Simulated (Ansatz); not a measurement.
# SiO+ (doublet): the correlation ladder, cc-pVTZ

How much of the correlation energy of SiO+ (doublet) does each wave-function method recover here?

Method: cc-pVTZ, core rule «outside noble gas», up to 6 orbitals frozen; program: Ansatz 0.2.0, Gaussian basis.

To be run: UHF; CCSD(T) on ROHF; CCSD(T) on UHF; BCCD(T) on ROHF; CISD; CCSDT(Q) on ROHF; CCSDT(Q) on UHF; CASSCF and MRCISD+Q, 9 electrons in 8 orbitals; CASSCF and NEVPT2, 9 electrons in 8 orbitals.

21 further runs of the same task are left out: 7 that didn't finish, 14 set aside as unsound or not needed.

## (1) What is computed

The geometry is a PBE0/def2-TZVP stationary point (not a proven minimum) of the parent state, kept for this charge and spin.

2 atoms, charge 1, spin multiplicity 2.

Atoms are counted from 1 here; the program's logs count them from 0.

Bond lengths: Si1–O2 1.724 Å.

## (2) UHF

File in.yaml:

```yaml
crystal:
  periodic: [false, false, false]
  atoms:
    - {symbol: Si, position_ang: [0.000000, 0.000000, 0.000000]}
    - {symbol: O, position_ang: [0.000000, 0.000000, 1.723500]}
basis:
  gaussian: {orbitals: cc-pVTZ}
total_charge: 1
magnetization: {spin_polarized: true, initial_magnetization: 1}
hamiltonian: {xc: hf}
output: {orbitals: {seedname: orbitals}}
```

Started as:

```sh
> ansatz run in.yaml --threads 1 --pin off --events-out ev --progress --plain --max-ram 2393MiB
```

After this run come: CCSD(T) on ROHF; CCSD(T) on UHF; BCCD(T) on ROHF; CISD; CCSDT(Q) on ROHF; CCSDT(Q) on UHF; CASSCF and MRCISD+Q, 9 electrons in 8 orbitals; CASSCF and NEVPT2, 9 electrons in 8 orbitals.

Before running them: what should the planned runs give, taken together? Wanted: UCCSDT(Q) below the RHF energy; RMP2 from UCCSDT(Q); UMP2 from UCCSDT(Q); RCCSD from UCCSDT(Q); RCCSD(T) from UCCSDT(Q); UCCSD(T) from UCCSDT(Q); RCCSDT(Q) from UCCSDT(Q); NEVPT2 valence from UCCSDT(Q); MRCISD+Q valence from UCCSDT(Q).

The runs gave:

```
                         quantity                      value
   UCCSDT(Q) below the RHF energy                 -7.9831 eV
              RMP2 from UCCSDT(Q)                 +953.9 meV
              UMP2 from UCCSDT(Q)                 +962.0 meV
             RCCSD from UCCSDT(Q)                 +338.3 meV
          RCCSD(T) from UCCSDT(Q)                  +46.8 meV
          UCCSD(T) from UCCSDT(Q)                  +46.6 meV
         RCCSDT(Q) from UCCSDT(Q)                   +6.5 meV
    NEVPT2 valence from UCCSDT(Q)                +1109.9 meV
  MRCISD+Q valence from UCCSDT(Q)                  +94.1 meV
levels within 1 kcal/mol (43 meV)  RCCSDT, UCCSDT, RCCSDT(Q)
                    T1 diagnostic                      0.026
   effectively unpaired electrons                       1.05
```

RCCSD(T) lands +46.8 meV from the yardstick (0.6 % of the correlation energy). One determinant dominates. Of the multireference levels listed MRCISD+Q valence comes nearest in total energy (+94.1 meV), which doesn't show that its space is the better one. These misses are within one basis, not against nature; the frozen cores of restricted and unrestricted runs differ, which can shift their rows.
